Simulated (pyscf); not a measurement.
SiH₄ + F–SiH: [singlet] → F–SiH₃ + SiH₂ [singlet] (four-centre exchange; singlet surface; H–Si, F–Si broken, F–Si, H–Si formed). Optimised with ωB97X-D3(BJ)/def2-SVP in PySCF. Correlated levels are frozen-core, on RHF or UHF. ΔMP2 is the change of the MP2 total energy from the triple- to the quadruple-zeta basis. Energies in kcal/mol from the separated reactants.

```tsv
level	barrier	reaction energy
ωB97X-D3(BJ)/def2-TZVP	8.4	+9.2
M06-2X/def2-TZVP	10.2	+7.9
ωB97M-D3(BJ)/def2-TZVP	11.0	+9.6
HF/def2-TZVP	27.3	+6.1
MP2/def2-QZVPP	11.8	+8.6
CCSD/def2-TZVPP	16.1	+7.7
CCSD(T)/def2-TZVPP + ΔMP2(QZVPP)	13.2	+8.4
```

Of the functionals in the table, ωB97M-D3(BJ) is closest to CCSD(T)/def2-TZVPP + ΔMP2(QZVPP) in the barrier (2.3 kcal/mol apart) and ωB97X-D3(BJ) least close (4.8 kcal/mol); that level has limits of its own. On the reactant side the descent ends in a complex, 7.7 kcal/mol under the separated species and 16.1 kcal/mol under the saddle at ωB97X-D3(BJ)/def2-TZVP. On the product side the descent ends in an adduct with a F–Si contact, 9.9 kcal/mol under the separated species and 9.0 kcal/mol under the saddle at ωB97X-D3(BJ)/def2-TZVP. At ωB97X-D3(BJ) the saddle lies under the separated products, which points to a path from their complex (located at ωB97X-D3(BJ) alone), and parting the products costs more than the saddle. What is counted as broken (F–Si) persists as a longer contact in the product adduct; parting that adduct is a step of its own. At the saddle there is also a short Si–Si contact that neither side keeps. This is the saddle that the search found; another between the same sides may lie lower. The CCSD(T) − MP2 part came from Ansatz, without density fitting, on the same reference.
